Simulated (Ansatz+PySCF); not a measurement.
The numbers below are computed, except where a source is named.
A run of PySCF 2.14.0 on doublet CH2(+) at this shape:

```yaml
atoms:
  - { symbol: C, position_ang: [0.0000, 0.2310, 0.0000] }
  - { symbol: H, position_ang: [0.0000, -0.1155, -0.9882] }
  - { symbol: H, position_ang: [0.0000, -0.1155, 0.9882] }
```

Its results:

| Property | Result |
| --- | --- |
| Converged | yes |
| Reference energy | -38.57977 hartree |
| Correlation energy | -0.09453 hartree |
| Total energy | -38.67430 hartree |
| Spin squared of the determinant | 0.756 |

Question: Which input gives this output? Name the method, the orbitals and the basis set, and write the input.

Answer: UHF-MP2 in cc-pVTZ.

```python
from pyscf import gto, scf, mp

mol = gto.M(atom="""
C 0.000000 0.230990 0.000000
H 0.000000 -0.115490 -0.988180
H 0.000000 -0.115490 0.988180
""", basis='cc-pvtz', charge=1, spin=1)
mf = scf.UHF(mol)
mf.kernel()
pt = mp.MP2(mf, frozen=1).run()
print(mf.e_tot, pt.e_corr, pt.e_tot)
```
